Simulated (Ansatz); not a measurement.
# CH: ladder of basis sets from a Python script

How does the energy of CH converge with the basis? The task is a ladder of basis sets, for CH.

All numbers are computed with the Python package of Ansatz 0.2.0. The levels of theory stand in the script.

### Step 1. The structure

Bond lengths: H1–C2 1.030 Å.

The script holds or builds the structure itself.

### Step 2. The script

Contents of ch.py:

```python
"""How the energy of CH converges with the basis."""

import ansatz
from ase import Atoms

atoms = Atoms(["H", "C"], positions=[
    [0.0, 0.0, 0.0],
    [0.0, 0.0, 1.03],
])
mol = ansatz.Crystal.molecule_from_ase(atoms)

calculation = (
    mol.calculation()
    .functional("hf")
    .spin("collinear", total=1)
)

energies = {}
for basis in ["cc-pVDZ", "cc-pVTZ", "cc-pVQZ"]:
    r = calculation.basis(gaussian=basis).run().report
    size = r["n_frozen"] + r["n_occupied"][0] + r["n_virtual"][0]
    energies[basis] = (r["reference_energy_ev"] / 27.211386246, r["free_energy_ev"] / 27.211386246)
    print(f"{basis:14s} {size:4d} orbitals  reference {energies[basis][0]:14.6f} Ha  total {energies[basis][1]:14.6f} Ha")

last = energies["cc-pVQZ"][1]
for basis, (_, total) in energies.items():
    print(f"{basis:14s} lies {27.211386 * (total - last):9.4f} eV above cc-pVQZ")
```

### Step 3. What the engine is handed

The package turns the script's settings into the engine's input (first run):

```yaml
crystal:
  periodic: [false, false, false]
  atoms:
    - { symbol: H, position_ang: [0.0, 0.0, 0.0] }
    - { symbol: C, position_ang: [0.0, 0.0, 1.03] }
basis:
  gaussian:
    orbitals: cc-pVDZ
hamiltonian:
  xc: hf
magnetization:
  spin_polarized: true
  initial_magnetization: 1.0
```

### Step 4. Running it

Command:

```console
python ch.py
```

**Question.** How far does the total energy move along this ladder of basis sets?

The runs gave:

```
                           quantity              value
                      runs compared                  3
change of the total from set to set  -0.290, -0.069 eV
```

What this shows: Against cc-pVDZ: cc-pVTZ -10.6 mHa and cc-pVQZ -13.2 mHa. The last step alone is -2.53 mHa. Reading the output:
- The drop along the ladder measures the basis error, and is no property of the molecule.
- The geometry is a force-field or estimated start, not a minimum of this method, and the last set is no limit. Much of the fall in a total is atomic energy, which cancels in bond and reaction energies.
- The species is open-shell (spin multiplicity 2).
